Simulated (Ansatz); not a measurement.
The inner images of a band of BH4N + H2O (9 atoms, charge 0, multiplicity 1) are given out of order.

The calculation used RKS B3LYP/def2-SVP (Ansatz 0.2.0).

First end point:

```xyz
9
Properties=species:S:1:pos:R:3
B 0.080 -0.344 0.297
N 0.085 -0.375 1.694
H -0.742 -0.562 2.250
H 0.936 -0.319 2.244
H 1.120 -0.208 -0.293
H -0.971 -0.482 -0.280
O -0.415 2.591 0.605
H -1.292 2.418 0.235
H -0.310 1.881 1.255
```

Last end point:

```xyz
9
Properties=species:S:1:pos:R:3
B -0.105 0.500 0.152
N 0.094 0.146 1.819
H -0.794 0.160 2.329
H 0.535 -0.766 1.957
H 1.052 0.376 -0.241
H -0.871 -0.389 -0.225
O -0.591 1.840 0.103
H -1.527 1.870 -0.115
H 0.698 0.863 2.229
```

Question: Put them in order from the first end to the last, with their energies above the first end.
A.
```xyz
9
Properties=species:S:1:pos:R:3
B -0.001 0.036 0.316
N 0.033 -0.136 1.763
H -0.741 -0.570 2.253
H 0.916 -0.281 2.240
H 1.043 0.012 -0.288
H -1.032 -0.266 -0.247
O -0.261 1.982 0.425
H -1.184 2.143 0.180
H -0.283 1.680 1.365
```
B.
```xyz
9
Properties=species:S:1:pos:R:3
B -0.039 0.217 0.247
N -0.003 0.062 1.810
H -0.740 -0.498 2.236
H 0.893 -0.190 2.225
H 1.025 0.006 -0.291
H -1.032 -0.276 -0.255
O -0.246 1.820 0.406
H -1.134 2.090 0.134
H -0.235 1.370 1.495
```
C.
```xyz
9
Properties=species:S:1:pos:R:3
B -0.117 0.446 0.134
N 0.050 0.137 1.840
H -0.773 -0.285 2.275
H 0.863 -0.444 2.052
H 1.000 0.142 -0.268
H -1.017 -0.319 -0.205
O -0.391 1.845 0.053
H -1.319 2.016 -0.130
H 0.194 1.061 2.258
```
D.
```xyz
9
Properties=species:S:1:pos:R:3
B -0.119 0.470 0.144
N 0.077 0.143 1.827
H -0.801 -0.062 2.310
H 0.725 -0.631 1.991
H 1.019 0.250 -0.259
H -0.959 -0.358 -0.206
O -0.493 1.846 0.076
H -1.429 1.953 -0.118
H 0.472 0.990 2.243
```
E.
```xyz
9
Properties=species:S:1:pos:R:3
B -0.099 0.412 0.127
N 0.012 0.130 1.839
H -0.718 -0.465 2.237
H 0.923 -0.218 2.142
H 0.993 0.034 -0.275
H -1.052 -0.281 -0.222
O -0.273 1.834 0.059
H -1.193 2.070 -0.093
H -0.103 1.083 2.193
```
F.
```xyz
9
Properties=species:S:1:pos:R:3
B 0.040 -0.179 0.318
N 0.066 -0.316 1.718
H -0.747 -0.574 2.266
H 0.928 -0.318 2.252
H 1.071 -0.043 -0.285
H -1.019 -0.315 -0.248
O -0.324 2.327 0.487
H -1.237 2.207 0.191
H -0.288 1.811 1.308
```
G.
```xyz
9
Properties=species:S:1:pos:R:3
B -0.063 0.333 0.161
N -0.012 0.111 1.819
H -0.755 -0.444 2.245
H 0.888 -0.145 2.226
H 1.026 0.004 -0.277
H -1.027 -0.292 -0.258
O -0.238 1.806 0.227
H -1.144 2.074 0.045
H -0.185 1.152 1.819
```

Answer: F (+0.05 eV), A (+0.23 eV), B (+0.48 eV), G (-0.14 eV), E (-0.42 eV), C (-0.44 eV), D (-0.47 eV).

The run took 2.5 min on 1 thread of Arm Neoverse V1, on a shared host, peak memory 0.14 GiB.
